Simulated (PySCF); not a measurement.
**Multinuclear NMR of CHF2CN**

Numbering as in the mapped SMILES `[N:1]#[C:2][CH:3]([F:4])[F:5]`. Hydrogens are named by the atom that carries them.

Non-relativistic Hamiltonian, gas phase, equivalent nuclei averaged, one computed conformer. GIAO PBE0/pcSseg-1 shieldings; couplings computed with B3LYP/pcJ-1; geometry: GFN2-xTB; PySCF 2.14.0 with density-fitted response routines.

Problem. Where does ¹⁹F resonate?

Solution. 
| atoms | environment | σ (ppm) | δ (ppm) |
| --- | --- | --- | --- |
| F4/F5 | fluorine of a CF2 group | 304.9 | -114.5 |

Shieldings were converted by a linear fit to measured shifts: ¹⁹F: δ = 146.13 − 0.903σ +14.6 on sp3 carbon (rms 6.0 ppm, 223 shifts, 7.0 ppm with the 5 outliers that the fit left out vs CFCl3, solution or neat liquid). A few per cent of atoms miss by over 2 rms, more outside the fitted compound classes. Couplings are scaled by factors fitted to measured values: ¹J(C,F) × 0.77 (rms 8.7 Hz), ²J(C,F) × 1.14 (rms 1.9 Hz, 10.1 with 1 outliers); all others are unscaled and can be 10–30 % off.

Couplings (the largest are listed; each averaged over equivalent pairs): ¹J(C3,F4) = -238.5 Hz, ²J(F4,F5) = 327.8 Hz, ²J(F4,H(C3)) = 56.7 Hz, ²J(C2,F4) = 41.0 Hz, ³J(N1,F4) = 1.5 Hz.

On a 400 MHz spectrometer ¹⁹F resonates near 376.4 MHz, so 1 ppm is 376.4 Hz.

Problem. Where does ¹⁵N resonate?

Solution. 
| atoms | environment | σ (ppm) | δ (ppm) |
| --- | --- | --- | --- |
| N1 | nitrile nitrogen | -50.1 | -101.9 |

Shieldings were converted by a linear fit to measured shifts: ¹⁵N (scatter 6.3 ppm rms vs CH3NO2, solution or neat liquid). A few per cent of atoms miss by over 2 rms, more outside the fitted compound classes. Couplings are scaled by factors fitted to measured values: ¹J(C,F) × 0.77 (rms 8.7 Hz), ²J(C,F) × 1.14 (rms 1.9 Hz, 10.1 with 1 outliers); all others are unscaled and can be 10–30 % off.

Couplings (the largest are listed; each averaged over equivalent pairs): ¹J(N1,C2) = -20.7 Hz, ²J(N1,C3) = 1.8 Hz, ³J(N1,H(C3)) = -1.6 Hz, ³J(N1,F4) = 1.5 Hz. Signs are for ¹⁵N, whose magnetogyric ratio is negative.

On a 600 MHz spectrometer ¹⁵N resonates near 60.8 MHz, so 1 ppm is 60.8 Hz.
